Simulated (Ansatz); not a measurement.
Compare A (`CCC(C)C(=O)O`) with its isomer B (`CCCC(=O)OC`).

Isolated molecules relaxed with PBE0-D4/def2-TZVP in Ansatz; ΔE leaves out vibrations. CBS: MP2 limit from def2 TZ/QZ plus the TZ coupled-cluster correction, frozen cores. DFT in def2-TZVPP. B3LYP here is the variant with VWN-RPA as its local correlation; programs differ in this. One conformer a species, not always the lowest.

A:

Z-matrix (Å, degrees):
```
C
C 1 1.518
H 1 1.093 2 111.5
H 1 1.093 2 111.3 3 -120.0
H 1 1.092 2 111.1 3 119.9
C 2 1.528 1 113.6 3 62.1
H 2 1.094 1 110.1 3 -60.4
H 2 1.095 1 109.9 3 -177.4
C 6 1.507 2 111.6 1 -58.0
C 6 1.526 2 111.7 1 178.4
H 6 1.093 2 109.2 1 57.4
O 9 1.201 6 125.6 2 123.8
O 9 1.347 6 112.4 2 -56.9
H 10 1.092 6 109.8 2 -59.5
H 10 1.092 6 111.5 2 -179.2
H 10 1.092 6 110.8 2 60.1
H 13 0.967 9 106.4 6 -179.1
```

B:

Z-matrix (Å, degrees):
```
C
C 1 1.518
H 1 1.092 2 111.2
H 1 1.094 2 111.3 3 120.0
H 1 1.094 2 111.3 3 -120.1
C 2 1.516 1 112.1 3 -180.0
H 2 1.093 1 110.3 3 58.2
H 2 1.093 1 110.3 3 -58.2
C 6 1.503 2 113.4 1 -180.0
H 6 1.096 2 111.3 1 -58.5
H 6 1.096 2 111.3 1 58.5
O 9 1.201 6 125.7 2 0.3
O 9 1.341 6 111.0 2 -179.7
C 13 1.423 9 115.3 6 -180.0
H 14 1.091 13 110.7 9 60.3
H 14 1.088 13 105.9 9 -179.9
H 14 1.091 13 110.7 9 -60.2
```

(1) Which is lower in electronic energy at CCSD(T)/CBS, and by how much? (An estimate is asked.)

(2) Give E(B) − E(A) in kcal/mol with CCSD(T)/def2-TZVPP, B2PLYP, MP2/def2-TZVPP, ωB97M-V, r2SCAN-D4, CCSD/def2-TZVPP, B3LYP-D4. (Estimate.)

Largest T1 diagnostic: 0.013.

Answers

(1) The calculation gave: A, by 11.0 kcal/mol.

(2) Ansatz gave: CCSD(T)/def2-TZVPP 10.8, B2PLYP 9.2, MP2/def2-TZVPP 12.3, ωB97M-V 10.5, r2SCAN-D4 9.8, CCSD/def2-TZVPP 10.5, B3LYP-D4 9.2. None reverses the order clearly.

The D4 term adds +1.6 kcal/mol with B3LYP and +0.9 kcal/mol with PBE0; it sums over pairs of atoms, weighted by their polarisabilities, and B3LYP, whose exchange is more repulsive, gets the larger term. In def2-TZVPP, CCSD(T) changes the Hartree–Fock value by +3.7 kcal/mol (the triples alone add +0.3 kcal/mol) and MP2 by +5.3 kcal/mol.
